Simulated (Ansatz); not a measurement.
**PNH+ (triplet): the correlation ladder, cc-pVTZ**

The task here is to estimate one member of a computed series from the others.

Computed with Ansatz 0.2.0, Gaussian basis. Level: cc-pVTZ, core rule «outside noble gas», up to 6 orbitals frozen.

Plan: UHF; CCSD(T) on ROHF; CCSD(T) on UHF; BCCD(T) on ROHF; CCSDT(Q) on ROHF; CCSDT(Q) on UHF; CASSCF and MRCISD+Q, 10 electrons in 9 orbitals; CASSCF and NEVPT4(SD), 10 electrons in 9 orbitals; CASSCF and NEVPT2, 10 electrons in 9 orbitals.

3 further runs of the same task are left out: 3 set aside as unsound or not needed.

## The geometry

The geometry is a PBE0/def2-TZVP stationary point (not a proven minimum) of the parent state, kept for this charge and spin.

3 atoms, charge 1, spin multiplicity 3.

Atoms are counted from 1 here; the program's logs count them from 0.

Bond lengths: N1–P2 1.539 Å, N1–H3 1.016 Å. Angles: P2–N1–H3 124.7°.

The first run:

Input file in.yaml:

```yaml
crystal:
  periodic: [false, false, false]
  atoms:
    - {symbol: N, position_ang: [0.000000, -0.117899, 1.017231]}
    - {symbol: P, position_ang: [0.000000, 0.031932, -0.514503]}
    - {symbol: H, position_ang: [0.000000, 0.657116, 1.674759]}
basis:
  gaussian: {orbitals: cc-pVTZ}
total_charge: 1
magnetization: {spin_polarized: true, initial_magnetization: 2}
hamiltonian: {xc: hf}
output: {orbitals: {seedname: orbitals}}
```

Command:

```sh
> ansatz run in.yaml --threads 1 --pin off --events-out ev --progress --plain --max-ram 4096MiB --backend cpu
```

Among the steps run: UHF; CCSD(T) on ROHF; CCSD(T) on UHF; BCCD(T) on ROHF; CCSDT(Q) on ROHF; CCSDT(Q) on UHF; CASSCF and MRCISD+Q, 10 electrons in 9 orbitals; CASSCF and NEVPT4(SD), 10 electrons in 9 orbitals; CASSCF and NEVPT2, 10 electrons in 9 orbitals.

One of the session's tables, all rows but one given; the rest of the session is left out.

```
            method  from RCCSDT(Q) (meV)
              ROHF               +8682.8
               UHF               +8421.9
              RMP2               +1346.0
              UMP2               +1430.9
             RCCSD                +527.1
             UCCSD                +524.0
          RCCSD(T)                +144.1
          UCCSD(T)                     ?
           BCCD(T)                +144.0
            RCCSDT                 +47.2
            UCCSDT                 +48.4
         RCCSDT(Q)                     0
         UCCSDT(Q)                  -2.0
    CASSCF valence               +6167.4
    NEVPT2 valence               +1379.1
NEVPT4(SD) valence                +242.8
    MRCISD valence                +583.5
  MRCISD+Q valence                +154.9
```

**Question.** Estimate the row for UCCSD(T).

As computed: from RCCSDT(Q) (meV): +152.2. In the column «from RCCSDT(Q) (meV)» it lies between RCCSD(T) (+144.1) and MRCISD+Q valence (+154.9).

Caveats from the session: Restricted and unrestricted rows rest on different reference determinants; where their highest levels disagree by more than a few hundredths of an eV, they describe different states and don't form one ladder.
